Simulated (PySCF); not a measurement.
**One shape, several levels: PF3 (SMILES FP(F)F)**

We compute a comparison of 3 runs (MP2/STO-3G, CISD/STO-3G, FCI/STO-3G) of PF3. Input form: a Python script.

The results are computed with PySCF 2.14.0.

13 further runs of the same task are left out: 4 that didn't finish, 9 set aside as unsound or not needed.

## Step 1: The structure to begin with

PF3: 4 atoms, total charge 0, spin state singlet. As SMILES, `FP(F)F`. The F1–P2 distance was set to 3.457 Å, away from the relaxed value. At this shape a bond of the SMILES string is far longer than usual.

Bond lengths: P2–F3 1.572 Å, P2–F4 1.572 Å. Angles: F3–P2–F4 97.6°.

## Step 2: A single-point energy at MP2/STO-3G (run 1)

The input, input.xyz:

```xyz
4
F3P
F      2.192654    -1.836537     1.453129
P     -0.297500     0.314600     0.392300
F     -1.061900    -0.696500    -0.536900
F      0.525000     1.045200    -0.730000
```

The input, job.py:

```python
from pyscf import gto, scf, mp

mol = gto.M(
    atom='input.xyz',
    max_memory=1860,
    spin=0,
    verbose=4,
    basis='sto-3g',
)

mf = scf.RHF(mol)
mf.conv_tol = 1e-10
mf.kernel()
if not mf.converged:
    mf = mf.newton().run(mf.mo_coeff, mf.mo_occ)

pt = mp.MP2(mf, frozen=8).run()
energy = pt.e_tot
print('E(%s) = %.9f' % ('MP2', energy))
```

Command:

```
$ OMP_NUM_THREADS=1 python job.py
```

What it wrote:

```text
PySCF version 2.14.0

[... 45 lines left out ...]
WARN: HOMO 0.139939211580598 == LUMO 0.140004752875219
[... 33 lines left out ...]
SCF not converged.
SCF energy = -630.686866301068
[... 40 lines left out ...]
converged SCF energy = -630.686866313815
[... 1 line left out ...]
******** <class 'pyscf.mp.mp2.RMP2'> ********
nocc = 13, nmo = 16
frozen orbitals 8
E(RMP2) = -630.97567426066  E_corr = -0.288807946845014
E(SCS-RMP2) = -631.020326056698  E_corr = -0.33345974288319
E_corr(same-spin) = -0.0151266846124929
E_corr(oppo-spin) = -0.273681262232521
E(MP2) = -630.975674261
```

It took 0.97 s on 1 thread of Arm Neoverse V1, shared host; peak memory 0.12 GiB.

## Step 3: The energy at CISD/STO-3G (run 2)

The input, mol.xyz:

```xyz
4

F      2.192654    -1.836537     1.453129
P     -0.297500     0.314600     0.392300
F     -1.061900    -0.696500    -0.536900
F      0.525000     1.045200    -0.730000
```

The input, job.py:

```python
from pyscf import gto, scf, ci

mol = gto.M(
    atom='mol.xyz',
    spin=0,
    verbose=4,
    max_memory=1860,
    basis='sto-3g',
)

calc0 = scf.RHF(mol)
calc0.conv_tol = 1e-10
calc0.kernel()
if not calc0.converged:
    calc0 = calc0.newton().run(calc0.mo_coeff, calc0.mo_occ)

cisd = ci.CISD(calc0, frozen=8)
cisd.kernel()
e_tot = cisd.e_tot
print('Final energy', e_tot)
```

Command:

```
$ OMP_NUM_THREADS=1 python job.py
```

What it wrote:

```text
PySCF version 2.14.0

[... 45 lines left out ...]
WARN: HOMO 0.139939211580598 == LUMO 0.140004752875219
[... 33 lines left out ...]
SCF not converged.
SCF energy = -630.686866301068
[... 40 lines left out ...]
converged SCF energy = -630.686866313815
[... 1 line left out ...]
******** <class 'pyscf.ci.cisd.RCISD'> ********
CISD nocc = 13, nmo = 16
frozen orbitals 8
max_cycle = 50
direct = 0
conv_tol = 1e-09
max_cycle = 50
max_space = 12
lindep = 0
nroots = 1
Init t2, MP2 energy = -0.288807946845014
RCISD converged
E(RCISD) = -630.9775051023314  E_corr = -0.290638788516817
Final energy -630.9775051023314
```

It took 1 s on 1 thread of Arm Neoverse V1, shared host; peak memory 0.12 GiB.

## Step 4: The energy at FCI/STO-3G (run 3)

The input, calc.py:

```python
from pyscf import gto, mcscf
from pyscf import fci

mol = gto.M(
    atom='''
F    2.192654  -1.836537   1.453129
P   -0.297500   0.314600   0.392300
F   -1.061900  -0.696500  -0.536900
F    0.525000   1.045200  -0.730000
''',
    charge=0,
    max_memory=1860,
    basis='sto-3g',
    verbose=3,
)

hf = mol.RHF()
hf.conv_tol = 1e-10
hf.kernel()
if not hf.converged:
    hf = hf.newton().run(hf.mo_coeff, hf.mo_occ)

cas = mcscf.CASCI(hf, hf.mo_coeff.shape[-1] - 8, (mol.nelec[0] - 8, mol.nelec[1] - 8))  # full CI above the frozen core
cas.fcisolver = fci.direct_spin0.FCI(mol)  # even spin states alone
cas.kernel()
print('<S^2> = %.4f' % cas.fcisolver.spin_square(cas.ci, cas.ncas, cas.nelecas)[0])
e_final = cas.e_tot
print('Final energy', e_final)
```

Command:

```
$ OMP_NUM_THREADS=1 python calc.py
```

What it wrote:

```text
SCF not converged.
SCF energy = -630.686866301068
converged SCF energy = -630.686866313815
CASCI E = -631.022149370912  E(CI) = -129.272220890555  S^2 = 0.0000000
<S^2> = 0.0000
Final energy -631.0221493709116
```

It took 17 s on 1 thread of Arm Neoverse V1, shared host; peak memory 0.19 GiB.

## Step 5: The series

| run | level | energy (Eh) | dipole moment (D) of the reference | HOMO energy (eV) | LUMO energy (eV) | wall time |
| --- | --- | --- | --- | --- | --- | --- |
| 1 | MP2/STO-3G | -630.975674 | 3.74 | -3.20 | 1.50 | 0.97 s |
| 2 | CISD/STO-3G | -630.977505 | 3.74 | -3.20 | 1.50 | 1 s |
| 3 | FCI/STO-3G | -631.022149 | 3.74 | -3.20 | 1.50 | 17 s |

## Step 6: Outcome

```
                                          quantity          value
                               run 3: total energy  -631.02215 Eh
       run 3: dipole moment (Hartree–Fock density)         3.74 D
        run 3: HOMO energy (Hartree–Fock orbitals)       -3.20 eV
        run 3: LUMO energy (Hartree–Fock orbitals)        1.50 eV
      run 3: HOMO–LUMO gap (Hartree–Fock orbitals)        4.70 eV
run 3: correlation energy (8 core orbitals frozen)     -335.3 mEh
```

What this shows: Against full CI in this basis: MP2 +46.5 mEh; CISD +44.6 mEh. In runs 1, 2, 3 the basis is minimal, so the values are rough. In runs 1, 2 a closed-shell determinant meets a far-stretched bond, which it describes badly. All runs together took 19 s, the longest 17 s.
